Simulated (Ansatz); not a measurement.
# SiF− (singlet): wave-function methods side by side at distance Si1–F2 = 2.349 Å, aug-cc-pVDZ

One table from this session's results is given with a row withheld; the runs are named, their logs left out.

Computed with Ansatz 0.2.0, Gaussian basis. Level: aug-cc-pVDZ, core rule «outside noble gas», up to 6 orbitals frozen.

Plan: UHF; CCSD(T) on RHF; CCSD(T) on UHF; BCCD(T) on RHF; CISD; CCSDT(Q) on RHF; CCSDT(Q) on UHF; CASSCF and MRCISD+Q, 2 electrons in 2 orbitals; CASSCF and NEVPT2, 2 electrons in 2 orbitals; CASSCF and MRCISD+Q, 12 electrons in 8 orbitals; CASSCF and NEVPT2, 12 electrons in 8 orbitals.

35 further runs of the same task are left out: 18 for a known fault of the program, 2 for a mislabelled method, 9 that didn't finish, 6 set aside as unsound or not needed.

### The system

The geometry derives from a PBE0/def2-TZVPD stationary point (not a proven minimum). One bond is set to the value named and the two fragments are kept rigid.

2 atoms, charge -1, spin multiplicity 1.

Atoms are counted from 1 here; the program's logs count them from 0.

No contacts short enough for the rule that draws bonds.

The first run:

in.yaml reads:

```yaml
crystal:
  periodic: [false, false, false]
  atoms:
    - {symbol: Si, position_ang: [0.000000, 0.000000, 0.000000]}
    - {symbol: F, position_ang: [0.000000, 0.000000, 2.349000]}
basis:
  gaussian: {orbitals: aug-cc-pVDZ}
total_charge: -1
magnetization: {spin_polarized: true, initial_magnetization: 0}
hamiltonian: {xc: hf}
output: {orbitals: {seedname: orbitals}}
```

Command:

```sh
ansatz run in.yaml --threads 1 --pin off --events-out ev --progress --plain --max-ram 2393MiB
```

Steps of the session up to this table: UHF; CCSD(T) on RHF; CCSD(T) on UHF; BCCD(T) on RHF; CISD; CCSDT(Q) on RHF; CCSDT(Q) on UHF; CASSCF and MRCISD+Q, 2 electrons in 2 orbitals; CASSCF and NEVPT2, 2 electrons in 2 orbitals; CASSCF and MRCISD+Q, 12 electrons in 8 orbitals; CASSCF and NEVPT2, 12 electrons in 8 orbitals.

One table of the session follows, with a row left open; its other results are not shown here.

| method | from RCCSDT(Q) (kJ/mol) |
| --- | --- |
| RHF | +897.2 |
| UHF | +779.0 |
| RMP2 | +103.6 |
| UMP2 | +32.6 |
| CISD | ? |
| RCCSD | +51.2 |
| UCCSD | -15.0 |
| RCCSD(T) | +19.8 |
| UCCSD(T) | -45.7 |
| BCCD(T) | +18.7 |
| RCCSDT | +7.2 |
| UCCSDT | -68.4 |
| RCCSDT(Q) | 0 |
| UCCSDT(Q) | -76.9 |
| CASSCF valence | +791.0 |
| NEVPT2 valence | +144.9 |
| MRCISD valence | +89.2 |
| MRCISD+Q valence | +19.7 |

**Question.** Estimate the row for CISD.

The run gave: from RCCSDT(Q) (kJ/mol): +134.9. In the column «from RCCSDT(Q) (kJ/mol)» it lies between RMP2 (+103.6) and NEVPT2 valence (+144.9).

Among the levels timed on like hardware and quicker than the yardstick, those that no quicker one beats, quickest first: RCCSD(T) (1.4 s, +19.8 kJ/mol); BCCD(T) (1.5 s, +18.7 kJ/mol).

Left out of the table: CASSCF pair, NEVPT2 pair, MRCISD pair, MRCISD+Q pair (the active space lost an orbital or holds another state than full CI finds).

Caveats from the session: The determinant is far from a pure spin state, so its energy mixes those of several spin states (harmless only where they are near-degenerate, as at dissociation). The report flags that the cluster equations may have other roots. The program flags UCCSD(T), RCCSDT(Q), UCCSDT(Q) as in doubt, so the zero of the table is itself unsure. Warnings: restricted reference is unstable; spin contamination; large T1 diagnostic. Restricted and unrestricted rows rest on different reference determinants; where their highest levels disagree by more than a few hundredths of an eV, they describe different states and don't form one ladder. Warnings in the runs' records: large difference, passed over end, other roots.
